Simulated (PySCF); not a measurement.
**Core binding energy against partial charge**

Compound: C4H5Cl.
Geometry (PBE0-D3(BJ)/def2-SVP, Å), atoms numbered from 1 in this order:
```
atom  x, y, z in Å
C1    -1.2597   -0.1087    0.3432
C2    -0.0280   -0.0608   -0.5300
C3     1.1290    0.8883   -0.2414
C4     1.3265   -0.3716   -0.0083
Cl5    2.3486   -1.6018    0.5338
H6    -1.0142    0.1343    1.3886
H7    -2.0207    0.6083   -0.0051
H8    -1.7196   -1.1101    0.3248
H9    -0.2348   -0.3000   -1.5883
H10    1.4602    1.9226   -0.2489
```

Binding energies: delta-SCF UKS SCAN, pcX-2 on the ionised atom, pcseg-1 elsewhere, spin-free X2C (PySCF). Charges: PBE0/pcSseg-1 ground-state density, for the ionised atom.

| atom | environment | C 1s (eV) | Mulliken (e) | IAO (e) | Hirshfeld (e) | ESP (e) |
| --- | --- | --- | --- | --- | --- | --- |
| C1 | methyl carbon | 290.63 | -0.223 | -0.428 | -0.124 | -0.428 |
| C3 | alkene CH carbon | 290.65 | -0.054 | -0.179 | -0.057 | -0.256 |
| C2 | allylic carbon | 291.30 | -0.187 | -0.091 | -0.034 | +0.151 |
| C4 | vinylic C–Cl carbon | 292.01 | -0.010 | -0.051 | -0.005 | -0.054 |

**Question.** How well does each charge scheme correlate with the binding energies over these sites?

**Answer.** Hirshfeld: r = 0.83, slope 10.7 eV per e; IAO: r = 0.76, slope 2.9 eV per e; ESP: r = 0.66, slope 1.7 eV per e; Mulliken: r = 0.52, slope 3.3 eV per e. Hirshfeld charges have the highest r, on only 4 points.

**Question.** The point-charge model writes a binding energy as kq + V + constant, with V the potential of the other atoms' charges at the site. What does it give with the ESP charges?

**Answer.** V = Σ 14.40 eV Å × q/r over all other atoms: +5.55 eV at C1, +3.05 eV at C3, -3.05 eV at C2, -0.67 eV at C4. Fitting binding energy − V to q gives k = 16.9 eV per e and leaves an rms residual of 0.71 eV, against 0.42 eV for the fit on q alone. The model has no term for differences in relaxation between sites.

Isolated species at its PBE0-D3(BJ)/def2-SVP geometry, gas phase.
